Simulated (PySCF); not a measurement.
C3H5F2N.
Numbering: `[F:1][CH:2]([F:3])[C@@H:4]1[CH2:5][NH:6]1`

NICS = −σ at a ghost point: NICS(0) at the centroid of the ring atoms, NICS(1) 1 Å to either side along the normal of their mean plane, zz for the tensor component along that normal. Level: GIAO KT3/pcSseg-2 (PySCF, non-relativistic, gas phase) on the PBE0-D3(BJ)/def2-SVP geometry, one conformer.

Ring bond lengths (Å): C4–C5 1.477, C5–N6 1.451, N6–C4 1.448.

Q: What do the NICS probes read (ppm)?

A: 
```
    ring                                             type  NICS(0)  NICS(1), two faces  NICS(1)zz, two faces  rms pucker (Å)  centre to ring atoms, mean (Å)
C4–C5–N6  3-membered ring with N; formal bonds all single    -45.3         -7.6 / -7.1         -24.3 / -22.0            0.00                            0.84
```

Q: What can be read from them?

A: 
- C4–C5–N6: mean NICS(1)zz -23.1 ppm, shielded. C4, C5 have four or more neighbours, so the value isn't read as a sign of a π ring current. NICS(0) lies 38 ppm below the mean NICS(1).

Q: At the second NICS(1) probe listed for ring C4–C5–N6, 1 Å off the ring, what do the in-plane components average?

A: The isotropic value is a third of the trace: (3 × -7.1 − (-22.0))/2 = 0.4 ppm.

Q: How do the values depend on the level or the medium?

A: 
| level | NICS(0), C4–C5–N6 | mean NICS(1)zz, C4–C5–N6 |
| --- | --- | --- |
| KT3/pcSseg-2, gas | -45.3 | -23.1 |
| PBE0/pcSseg-1, gas | -45.5 | -23.0 |

The geometry is the same throughout.

Hardware: an x86-64 server with one thread (shared host). Cost: 40 s of wall time. This is the whole shielding run at KT3/pcSseg-2, SCF included.

Shape of the structure used: `[F:1][CH:2]([F:3])[C@@H:4]1[CH2:5][NH:6]1`: F1–C2–C4–C5 -88°.
